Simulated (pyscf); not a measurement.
Optimised with ωB97X-D3(BJ)/def2-SVP in PySCF. MP2 and CC: frozen core, UHF for open shells. ΔMP2 is the change of the MP2 total energy from the triple- to the quadruple-zeta basis.

SMILES: [OH][Ga]([F])[F]
```xyz
5

O     -0.2277     0.1965     0.8277
Ga    -1.4924    -0.5250    -0.1596
F     -1.4233    -2.1904    -0.6641
F     -2.8618     0.4084    -0.6685
H      0.4853    -0.4138     1.0510
```

Question: What are the homolytic bond dissociation enthalpies (298 K) of HO–Ga(F)–F at CCSD(T)/def2-TZVPP + ΔMP2(QZVPP), weakest first?

Answer: Ga–O to OH• + [F–Ga–F]•: 104.4 kcal/mol; H–O to •O–Ga(F)–F + H•: 121.7 kcal/mol; F–Ga to [HO–Ga–F]• + F•: 126.7 kcal/mol. Ring and multiple bonds, and those that leave no two simple radicals, are not listed. The radicals are drawn with the spin at the cut bond; how far it spreads was not checked. Other isomers of •O–Ga(F)–F, [HO–Ga–F]• were not searched in full and may lie lower. The CCSD(T) − MP2 part came from Ansatz, without density fitting, on the same reference. The frozen core leaves the outer d or s,p core shells of the metals and heavy elements correlated in the MP2 and CC values, and def2-TZVPP describes them poorly, which can shift differences by a few kcal/mol. Left out: the spin-orbit lowering of F, OH. Elements up to Kr have no core potential and no relativistic terms here.
